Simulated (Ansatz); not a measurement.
NClO (nitrosyl chloride): from total energies to a heat of formation

The species is NClO (3 atoms), meant as a singlet with charge 0. As SMILES, `O=NCl`. The shape is that of a PBE0-D4/def2-TZVP optimisation.

```xyz
3

O     1.0001   -0.3383    0.5139
N     0.0520   -0.5996   -0.0358
Cl   -1.0521    0.9379   -0.4780
```

Total energies at HF/3-21G (Ansatz 0.2.0); the atoms run unrestricted:

```tsv
species	state	energy (Eh)
NClO	singlet	-585.750955
O	triplet	-74.393657
N	quartet	-54.105390
Cl	doublet	-457.276552
```

Harmonic wavenumbers at PBE0-D4/def2-TZVP, in cm⁻¹: 352, 638, 1944.

Measured heats of formation of the gaseous atoms at 298.15 K, in kJ/mol: O 249.2, N 472.4, Cl 121.3. Spin-orbit lowering of the atoms at 298 K (mean of the ground term's levels less their thermal mean, from spectra), in kJ/mol: O 0.40, Cl 3.44. Take 1 Eh = 2625.50 kJ/mol, 1 cm⁻¹ = 0.0119627 kJ/mol, RT = 2.479 kJ/mol.

Task: Work out the heat of formation of the gas at 298 K.

Result: 
1. Electronic atomisation energy: (-74.393657) + (-54.105390) + (-457.276552) − (-585.750955) = -0.024644 Eh = -64.7 kJ/mol.
2. Zero-point energy: half the sum of the wavenumbers, 1467 cm⁻¹ = 17.5 kJ/mol.
3. Thermal vibrational enthalpy, Σ hcν̃/(exp(hcν̃/kT) − 1): 1.3 kJ/mol. Translation, rotation and pV of a non-linear molecule: 4 RT = 9.9 kJ/mol.
4. The 3 free atoms carry 5/2 RT each: 18.6 kJ/mol.
5. Spin-orbit coupling lowers the free atoms by 0.40 + 3.44 = 3.8 kJ/mol.
6. Atomisation enthalpy at 298 K: -64.7 − 3.8 − 17.5 − 1.3 − 9.9 + 18.6 = -78.6 kJ/mol.
7. Sum of the atoms' heats of formation: 842.9 kJ/mol. Heat of formation: 842.9 − -78.6 = +921.5 kJ/mol.

The tabulated value is +52.5 kJ/mol (Active Thermochemical Tables), so this level is off by +869.0 kJ/mol, or 109.9 % of the atomisation enthalpy that the table implies (790.5 kJ/mol). Hartree–Fock leaves out correlation, which is larger in the molecule than in the atoms, so it underbinds and puts the heat of formation too high. A basis without polarisation functions underbinds badly. Anharmonicity and any spin-orbit splitting of the molecule are left out.
